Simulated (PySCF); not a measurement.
Gas-phase reaction: Al(CH₃)₃ → AlH + 3 CH₂ + 2 H

Method: PySCF energies plus ideal-gas RRHO corrections (1 bar). † marks an energy on the PBE0/def2-TZVP geometry and frequencies; other levels use their own. MP2 freezes the core. 6-31G* has spherical d functions here. Open shells (unrestricted): CH₂ (multiplicity 3), H (multiplicity 2); the rest are closed-shell singlets. MP2 isn't extrapolated to the basis-set limit.

BLYP/def2-TZVP† gives ΔH°(298 K) = 1850 kJ.

Problem. What do MP2/def2-TZVPP†, HF/def2-TZVP†, HF/6-31G* give?

Solution. MP2/def2-TZVPP†: 1910 kJ; HF/def2-TZVP†: 1355 kJ; HF/6-31G*: 1349 kJ. For scale, ΔH°(298 K) is 1850 kJ at this level, 1923 kJ at ωB97M-V/def2-TZVP†, and runs from 1349 to 2164 kJ over the 18 levels computed.
